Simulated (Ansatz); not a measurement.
A made-up structure of NaAlH₂S, closed shell:

Na1  (-1.436, -1.335, 1.065)
S2  (0.850, -0.317, 1.567)
Al3  (0.420, 0.414, -0.358)
H4  (-1.040, -0.118, -0.913)
H5  (-2.745, -2.232, 2.232)
(Å)

It is relaxed with PBE-D4/def2-SVP and then PBE0-D4/def2-TZVP (Ansatz 0.2.0). Atoms count as bonded within 1.22 times the sum of their covalent radii (H–H: 0.88 Å). The end point is not checked to be a true minimum.

Question: Does its bonding change? (Judge from chemistry; the calculation decides.)

Answer: The calculation gives: Yes. Formed: Al3–H5; broken: Na1–H4.

Where it ends: The first stage lowers the energy by 3.35 eV in 24 steps. It ends as NaAlH₂S ([H]1[Na]2[S][AlH]12):
```xyz
5
angstrom
Na -0.9364 -1.7523 2.6903
S 0.8228 -0.3700 1.4634
Al -0.7802 -0.4096 0.1014
H -0.9907 0.2080 -1.3429
H -2.0666 -1.2643 0.6808
```

Labels in which every atom is bracketed show which atoms are joined, not bond orders.

For scale, one of the runs: PBE0-D4/def2-TZVP relaxation, 118 basis functions, launched by `ansatz run in.yaml --threads 2 --pin off --events-out ev --progress --plain --max-ram 4352MiB`. The run took about 14 s on 2 CPU threads of an Arm Neoverse V2 (shared host).
